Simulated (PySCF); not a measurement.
NaO: frontier orbitals

UHF at R = 2.065 Å; Na aug-cc-pVDZ, O aug-cc-pVDZ; no relativity (PySCF 2.14). State: ²Π (doublet), unpaired electrons π ↑. Only the outer orbitals are listed, counted within each symmetry.

| spin | orbital | occ. | ε (eV) | on Na (%) | main shells (%) |
| --- | --- | --- | --- | --- | --- |
| α | 1π | 1 | -41.33 | 100 | 100 Na p |
| α | 1π | 1 | -41.31 | 100 | 100 Na p |
| α | 4σ | 1 | -41.27 | 100 | 100 Na p |
| α | 5σ | 1 | -30.97 | 1 | 99 O s |
| α | 2π | 1 | -12.49 | 1 | 99 O p |
| α | 6σ | 1 | -10.33 | 3 | 96 O p |
| α | 2π | 1 | -9.99 | 1 | 98 O p |
| α | 7σ | 0 | -0.46 | 104 | 78 Na s, 26 Na p |
| α | 3π | 0 | 0.29 | 100 | 99 Na p |
| α | 3π | 0 | 0.30 | 100 | 99 Na p |
| β | 1π | 1 | -41.32 | 100 | 100 Na p |
| β | 1π | 1 | -41.32 | 100 | 100 Na p |
| β | 4σ | 1 | -41.27 | 100 | 100 Na p |
| β | 5σ | 1 | -26.33 | 1 | 99 O s |
| β | 6σ | 1 | -8.83 | 5 | 95 O p |
| β | 2π | 1 | -8.46 | 2 | 98 O p |
| β | 7σ | 0 | -0.46 | 104 | 77 Na s, 26 Na p |
| β | 2π | 0 | 0.28 | 100 | 99 Na p |
| β | 3π | 0 | 0.30 | 100 | 99 Na p |

Problem. Which are the highest filled and the lowest empty level, where do they sit, and how wide is the gap?

Solution. Highest filled β 2π at -8.46 eV (in %: 98 O p); lowest empty α 7σ at -0.46 eV (in %: 78 Na s, 26 Na p); the gap at UHF is 8.00 eV.

* bond order (Mayer): 0.26
* ⟨S²⟩: 0.762
* charge on Na (Mulliken, basis-dependent): 0.85
* charge on Na (Löwdin, basis-dependent): 0.80
* dipole moment (positive dipole means Na(−)O(+)): -8.84 D
* polarisability along the bond: 16.0 bohr³
* polarisability across the bond: 12.3 bohr³

Shares are Mulliken populations and can fall outside 0 to 100 %.

The state is the lowest determinant that a PBE0 search found; another state may lie lower at other levels.
